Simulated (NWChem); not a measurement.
System: SiH$_{3}$ cation

NWChem input:

```
start job
memory heap 200 mb stack 900 mb global 1100 mb
charge 1
geometry units angstroms noautoz
  Si     0.000000     0.000000     0.000000
  H      1.193346    -0.894765     0.000000
  H     -1.371563    -0.586085     0.000000
  H      0.178217     1.480851     0.000000
end
basis spherical
  * library def2-svp
end
dft
  xc mn15-l
  iterations 150
  mulliken
end
task dft energy
```

Geometry: optimised at PBE-D3(BJ)/def2-SVP.

### Question
Give the results of this calculation. (MN15-L/def2-SVP.) Quantities: energy (Ha); highest occupied level (eV); orbital gap (eV).

### Answer
| Item | Result |
|---|---|
| energy (Ha) | -290.75 |
| highest occupied level (eV) | -16.73 |
| orbital gap (eV) | 5.77 |
